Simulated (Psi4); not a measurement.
# B3LYP/6-31G(d) (spherical functions) run of Si2H6 (disilane)

What is the vertical singlet–triplet gap of Si2H6 (disilane) at B3LYP/6-31G* (spherical functions)? 

The calculation is run with Psi4 1.11.

## (1) The molecule

Si2H6 has 8 atoms, charge 0, and is taken as a singlet. As SMILES, `[SiH3][SiH3]`. The shape is that of a PBE0-D4/def2-TZVP optimisation.

Bond lengths: Si1–Si2 2.338 Å, Si1–H3 1.488 Å, Si1–H4 1.488 Å, Si1–H5 1.488 Å, Si2–H6 1.488 Å, Si2–H7 1.488 Å, Si2–H8 1.488 Å. Some angles: Si1–Si2–H6 110.3°, Si1–Si2–H7 110.3°, Si1–Si2–H8 110.3°, Si2–Si1–H3 110.3°, Si2–Si1–H4 110.3°, Si2–Si1–H5 110.3°, H6–Si2–H7 108.7°, H6–Si2–H8 108.7°, H7–Si2–H8 108.7°, H3–Si1–H4 108.7°.

## (2) The energy at B3LYP/6-31G(d) (spherical functions)

calc.inp reads:

```
memory 1600 mb

molecule {
  Si
  Si 1 2.338474
  H 1 1.487642 2 110.27517
  H 1 1.487603 3 108.6533 2 -120.97328
  H 1 1.487604 4 108.65663 3 118.054
  H 2 1.487563 1 110.27548 4 179.84798
  H 2 1.487654 6 108.65434 1 120.97376
  H 2 1.48759 6 108.6583 7 118.05217
  symmetry c1
  no_reorient
  no_com
}

set {
  basis                6-31G*
  puream               true
  e_convergence        1e-09
  d_convergence        1e-08
  scf_type             pk
  dft_radial_points    99
  dft_spherical_points 590
}

E, wfn = energy('b3lyp', return_wfn=True)
```

The run is started by

```bash
$ psi4 calc.inp calc.out -n 1
```

calc.out:

```text
[...]
  Running in c1 symmetry.
[...]
  Nuclear repulsion =   90.773086010149129
[...]
  Multiplicity = 1
[...]
  Nalpha       = 17
  Nbeta        = 17
[...]
    Number of basis functions: 48
[...]
   @RKS iter   1:  -582.52828253206542   -4.60840e-01   4.79973e-03 DIIS/ADIIS
[...]
   @RKS iter   7:  -582.57913509562013   -1.63709e-11   4.67982e-09 DIIS
[...]
    Orbital Energies [Eh]
    ---------------------
    Doubly Occupied:
       1A    -66.107391     2A    -66.107362     3A     -5.274588
       4A     -5.274562     5A     -3.632128     6A     -3.632006
       7A     -3.632006     8A     -3.631986     9A     -3.631986
      10A     -3.631559    11A     -0.569861    12A     -0.507474
      13A     -0.366347    14A     -0.366340    15A     -0.342236
      16A     -0.342228    17A     -0.297844
[...]
  @RKS Final Energy:  -582.57913509562013
   => Energetics <=
    Nuclear Repulsion Energy =             90.7730860101491288
    One-Electron Energy =                -986.6801150351643628
    Two-Electron Energy =                 348.8632718973185547
    DFT Exchange-Correlation Energy =     -35.5353779679233810
    Empirical Dispersion Energy =           0.0000000000000000
    VV10 Nonlocal Energy =                  0.0000000000000000
    Total Energy =                       -582.5791350956201313
[...]
 Multipole Moments:
 ------------------------------------------------------------------------------------
     Multipole            Electronic (a.u.)      Nuclear  (a.u.)        Total (a.u.)
 ------------------------------------------------------------------------------------
 L = 1.  Multiply by 2.5417464519 to convert [e a0] to [Debye]
 Dipole X            :         -0.0001916            0.0001177           -0.0000739
 Dipole Y            :         -0.0001378            0.0000874           -0.0000505
 Dipole Z            :          0.0000214           -0.0000104            0.0000110
 Magnitude           :                                                    0.0000902
[...]
```

Wall time 6.3 s (1 thread of Intel Xeon 6975P-C (Granite Rapids), shared host); peak memory 0.78 GiB.

## (3) The triplet: energy and forces at UB3LYP/6-31G(d) (spherical functions)

calc.in reads:

```
memory 1600 mb

molecule m {
  0 3
  Si    -0.340500     0.490200    -1.004900
  Si     0.363500    -0.504400     0.991000
  H      0.833900     0.948200    -1.794900
  H     -1.112900    -0.483900    -1.821900
  H     -1.208000     1.664100    -0.717900
  H      1.139000     0.468600     1.806300
  H      1.228100    -1.680500     0.704000
  H     -0.811000    -0.959200     1.782600
  symmetry c1
  no_reorient
  no_com
}

set {
  reference uks
  puream true
  e_convergence 1e-09
  d_convergence 1e-08
  scf_type pk
  dft_radial_points 99
  dft_spherical_points 590
  maxiter 200
}

e, wfn = gradient('b3lyp/6-31G*', return_wfn=True)
oeprop(wfn, 'QUADRUPOLE', 'MULLIKEN_CHARGES', 'DIPOLE', title='B3LYP')
```

The run is started by

```bash
$ psi4 -n 1 calc.in calc.out
```

calc.out:

```text
[...]
  Running in c1 symmetry.
[...]
  Nuclear repulsion =   90.773081159957187
[...]
  Multiplicity = 3
[...]
  Nalpha       = 18
  Nbeta        = 16
[...]
    Number of basis functions: 48
[...]
   @UKS iter   1:  -582.27452674251185   -2.07085e-01   4.49425e-03 DIIS/ADIIS
[...]
   @UKS iter  13:  -582.32019477378287   -3.41061e-13   8.13895e-09 DIIS
[...]
   @S^2 Observed:                2.002863382E+00
[...]
  @UKS Final Energy:  -582.32019477378287
   => Energetics <=
    Nuclear Repulsion Energy =             90.7730811599571865
    One-Electron Energy =                -985.6486433341035536
    Two-Electron Energy =                 348.0528662055184554
    DFT Exchange-Correlation Energy =     -35.4974988051549190
    Empirical Dispersion Energy =           0.0000000000000000
    VV10 Nonlocal Energy =                  0.0000000000000000
    Total Energy =                       -582.3201947737827595
[...]
  -Total Gradient:
     Atom            X                  Y                   Z
    ------   -----------------  -----------------  -----------------
       1        0.038991241774    -0.055126171124     0.110633541565
       2       -0.039011676941     0.055148196740    -0.110611321251
       3       -0.005936287038     0.002044743437    -0.004487367098
       4       -0.000095831668     0.006343892997    -0.004411428283
       5        0.000182770886    -0.000104000642    -0.007728514344
       6        0.000087679671    -0.006352663656     0.004405543494
       7       -0.000168919240     0.000093999226     0.007725741810
       8        0.005951054187    -0.002048009047     0.004473772661
[...]
 Multipole Moments:
 ------------------------------------------------------------------------------------
     Multipole            Electronic (a.u.)      Nuclear  (a.u.)        Total (a.u.)
 ------------------------------------------------------------------------------------
 L = 1.  Multiply by 2.5417464519 to convert [e a0] to [Debye]
 Dipole X            :         -0.7391158            0.7390719           -0.0000439
 Dipole Y            :          0.4564246           -0.4563689            0.0000557
 Dipole Z            :          0.4467571           -0.4467313            0.0000258
 Magnitude           :                                                    0.0000755
 L = 2.  Multiply by 1.3450342976 to convert [e a0^2] to [Debye ang]
 Quadrupole XX       :        -60.6240936           36.8872650          -23.7368287
 Quadrupole XY       :         23.7542104          -22.6292913            1.1249191
[...]
```

It took 14 s on 1 thread of Intel Xeon 6975P-C (Granite Rapids), shared host; peak memory 0.79 GiB.

## (4) Results

Level: B3LYP/6-31G* (spherical functions).

| quantity | value |
| --- | --- |
| singlet: total energy | -582.57914 Eh |
| singlet: dipole moment | 0.00 D |
| singlet: HOMO energy | -8.10 eV |
| singlet: LUMO energy | 0.59 eV |
| singlet: HOMO–LUMO gap | 8.69 eV |
| triplet: total energy | -582.32019 Eh |
| triplet: dipole moment | 0.00 D |
| triplet: HOMO energy (highest over α and β) | -1.51 eV |
| triplet: ⟨S²⟩ | 2.003 |
| triplet: largest force on an atom | 6.665 eV/Å |
| vertical energy of the triplet above the singlet | 7.046 eV |

**Reading.** At this shape the triplet lies 7.05 eV (680 kJ/mol) above the singlet.
